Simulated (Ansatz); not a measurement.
Geometry optimisation, Ansatz 0.2.0, RKS BHLYP-D4/def2-SVP.

Input file:

```yaml
crystal:
  periodic: [false, false, false]
  atoms:
    - { symbol: C, position_ang: [0.0467, 0.9664, -0.0916] }
    - { symbol: O, position_ang: [0.0584, -0.0847, 0.8123] }
    - { symbol: C, position_ang: [-0.0396, -1.2971, 0.2051] }
    - { symbol: O, position_ang: [-0.0395, -1.5107, -0.9796] }
    - { symbol: H, position_ang: [-0.9511, 0.9958, -0.6624] }
    - { symbol: H, position_ang: [0.0611, 1.9555, 0.4697] }
    - { symbol: H, position_ang: [0.8684, 0.9795, -0.7964] }
    - { symbol: H, position_ang: [0.0878, -2.0618, 0.9872] }
basis:
  gaussian: { orbitals: def2-SVP }
hamiltonian:
  xc: { name: BHLYP }
  dispersion: d4
relax:
  f_tol: 0.015
  max_steps: 40
```

Command:

```bash
$ ansatz run input.yaml --threads 1 --pin off --max-ram 2048MiB --backend cpu --events-out ev --progress --plain --runs-dir out
```

Question: Where does it end, and by what steps?

Answer: The run converged. After 6 steps the energy has fallen by 0.271 eV; H6 moved furthest, 0.07 Å.

```csv
step,energy less start (eV),largest force component (eV/Å),accepted
0,0.0000,2.871,yes
1,0.1256,3.988,no
2,-0.1352,3.554,yes
3,-0.2667,0.625,yes
4,-0.2699,0.111,yes
5,-0.2711,0.038,yes
6,-0.2711,0.010,yes
```

```xyz
8
Properties=species:S:1:pos:R:3
C 0.013 1.011 -0.111
O 0.065 -0.095 0.769
C 0.016 -1.293 0.217
O -0.067 -1.510 -0.948
H -0.915 1.003 -0.686
H 0.062 1.902 0.512
H 0.853 0.991 -0.807
H 0.065 -2.066 0.999
```

Whether the end is a true minimum wasn't checked by a vibrational analysis.

Time of the run: 17 s on 1 thread of Arm Neoverse V1, with other jobs on the host, peak memory 0.14 GiB.
